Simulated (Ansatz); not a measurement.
# Si2H6S: geometry optimisation

The task: find the minimum of Si2H6S nearest to the start.

Program: Ansatz 0.2.0. Level of theory: RKS r2SCAN-D4/def2-SVP. These are calculated values, not measurements.

## (1) The starting structure

SMILES `[SiH3][SiH2]S`, 9 atoms, charge 0, spin multiplicity 1.

Atoms are counted from 1 here; the program's logs count them from 0.

Bond lengths: Si1–Si2 2.351 Å, Si1–H4 1.504 Å, Si1–H5 1.506 Å, Si1–H6 1.504 Å, Si2–S3 2.168 Å, Si2–H7 1.508 Å, Si2–H8 1.508 Å, S3–H9 1.365 Å. Angles: Si2–Si1–H4 110.1°, Si2–Si1–H5 109.4°, Si2–Si1–H6 110.0°, H4–Si1–H5 109.0°, H4–Si1–H6 109.3°, H5–Si1–H6 109.0°, Si1–Si2–S3 105.6°, Si1–Si2–H7 110.3°, Si1–Si2–H8 110.2°, S3–Si2–H7 111.7°, S3–Si2–H8 111.6°, H7–Si2–H8 107.5°, Si2–S3–H9 95.3°.

Geometry (Å):

```
Si   -0.2054    1.2064   -0.9521
Si    0.4303   -0.7265    0.2252
S    -0.9311   -0.8569    1.9072
H    -1.6320    1.0840   -1.4138
H     0.6866    1.3755   -2.1534
H    -0.0716    2.4162   -0.0679
H     0.3310   -1.9380   -0.6668
H     1.8637   -0.6132    0.6789
H    -0.3831   -1.9940    2.4255
```

## (2) Relaxation

Input file input.yaml:

```yaml
crystal:
  periodic: [false, false, false]
  atoms:
    - { symbol: Si, position_ang: [-0.205443, 1.206406, -0.952076] }
    - { symbol: Si, position_ang: [0.430341, -0.726513, 0.225228] }
    - { symbol: S, position_ang: [-0.931149, -0.85685, 1.907195] }
    - { symbol: H, position_ang: [-1.631982, 1.084039, -1.413815] }
    - { symbol: H, position_ang: [0.686587, 1.375456, -2.153382] }
    - { symbol: H, position_ang: [-0.071617, 2.416182, -0.067914] }
    - { symbol: H, position_ang: [0.331024, -1.937973, -0.666772] }
    - { symbol: H, position_ang: [1.8637, -0.613167, 0.678852] }
    - { symbol: H, position_ang: [-0.383062, -1.99398, 2.425484] }
basis:
  gaussian: { orbitals: def2-SVP }
hamiltonian:
  xc: r2scan
  dispersion: d4
output:
  forces: true
relax:
  f_tol: 0.003
  max_steps: 120
```

Run with:

```sh
> ansatz run input.yaml --threads 1 --pin off --max-ram 2560MiB --backend cpu --events-out ev --progress --plain --runs-dir out
```

Before running it: what results should come out? Wanted: energy gained; root mean square move; dipole moment.

The runs gave:

| quantity | value |
| --- | --- |
| energy gained | 0.0080 eV |
| root mean square move | 0.012 Å |
| dipole moment | 1.10 D |

Bond lengths: Si1–Si2 2.344 Å, Si1–H4 1.494 Å, Si1–H5 1.495 Å, Si1–H6 1.494 Å, Si2–S3 2.159 Å, Si2–H7 1.496 Å, Si2–H8 1.496 Å, S3–H9 1.353 Å. Angles: Si2–Si1–H4 109.9°, Si2–Si1–H5 109.5°, Si2–Si1–H6 109.9°, H4–Si1–H5 109.1°, H4–Si1–H6 109.2°, H5–Si1–H6 109.1°, Si1–Si2–S3 105.5°, Si1–Si2–H7 110.5°, Si1–Si2–H8 110.5°, S3–Si2–H7 111.4°, S3–Si2–H8 111.4°, H7–Si2–H8 107.6°, Si2–S3–H9 95.6°. No frequencies were computed here.
